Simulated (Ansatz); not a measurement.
We consider fcc Al, described by r²SCAN-D4 (PAW; Ansatz, a first-principles code).

Numerical settings: plane-wave cutoff 500 eV, 30×30×30 k mesh, Fermi–Dirac smearing 0.1 eV, scalar-relativistic PAW data made under PBE.

Computed at the level's own relaxed cell.

### Question
Predict the equilibrium volume per atom and equilibrium lattice constant a.

### Answer

- equilibrium volume per atom = 15.74 Å³/atom
- equilibrium lattice constant a = 3.978 Å

Measured, for comparison: equilibrium volume per atom 16.22 Å³/atom, lattice constant a 4.018 Å (static lattice: zero-point anharmonic expansion removed; as tabulated in Mejia-Rodriguez and Trickey (2018), arXiv:1807.09216). Computed (rounded) less measured: equilibrium volume per atom -3.0 %, lattice constant a -1.0 %.

The computed numbers hold no vibrational or temperature effects.

It cost about 50 core-seconds (a rough figure) of CPU time.
